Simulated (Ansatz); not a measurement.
**LiMgH (singlet): RPA-PBE over a scan of the angle Li1–Mg2–H3, cc-pVTZ**

How well do these functionals follow the top wave-function level for LiMgH (singlet) over a scan of the angle Li1–Mg2–H3?

Computed with Ansatz 0.2.0, Gaussian basis. Level: cc-pVTZ, all electrons in the functionals, frozen cores in the correlation of double hybrids and RPA.

Plan: RPA-PBE, at 73.0°; 84.1°; 102.8°; 124.2°; 143.6°; 158.8°; 180.0°.

24 further runs of the same task are left out: 14 for a known fault of the program, 6 that didn't finish, 4 set aside as unsound or not needed.

## (1) The geometry

The geometry derives from a PBE0/def2-TZVP stationary point (not a proven minimum). One angle is set to the value named; bond lengths are kept.

3 atoms, charge 0, spin multiplicity 1.

Atoms are counted from 1 here; the program's logs count them from 0.

Bond lengths: Mg2–H3 1.746 Å.

No dispersion term is added.

The geometry shown and the zero of energy belong to the point 180.0°. The yardstick, FCI, and other wave-function levels (R restricted, U unrestricted, valence and pair active spaces) come from earlier runs.

## (2) RPA-PBE, 73.0°

in.yaml reads:

```yaml
crystal:
  periodic: [false, false, false]
  atoms:
    - {symbol: Li, position_ang: [1.716191, 0.000000, 1.334836]}
    - {symbol: Mg, position_ang: [-0.526490, 0.000000, -0.324660]}
    - {symbol: H, position_ang: [0.877286, 0.000000, -1.363399]}
basis:
  gaussian: {orbitals: cc-pVTZ}
magnetization: {spin_polarized: true, initial_magnetization: 0}
hamiltonian: {xc: {name: PBE}}
correlation: {method: rpa, electrons: outside_noble_gas}
```

Launch:

```
ansatz run in.yaml --threads 1 --pin off --events-out ev --progress --plain --max-ram 2393MiB
```

After this run come: RPA-PBE, 84.1°; RPA-PBE, 102.8°; RPA-PBE, 124.2°; RPA-PBE, 143.6°; RPA-PBE, 158.8°; RPA-PBE, 180.0°.

Q: Predict the results of all the runs planned. Wanted: span of the FCI curve; largest miss, RPA-PBE.

As calculated:

```
             quantity                   value
span of the FCI curve           20.8 kcal/mol
largest miss, RPA-PBE  -1.2 kcal/mol (102.8°)
```

RPA-PBE strays by up to 1.2 kcal/mol, at 102.8°. RPA-PBE clearly breaks the spin symmetry at some points (⟨S²⟩ up to 0.40 above the pure value), so energy there is bought with a mixed spin. Functionals and the yardstick converge differently with the basis, so part of each miss in cc-pVTZ is the basis.
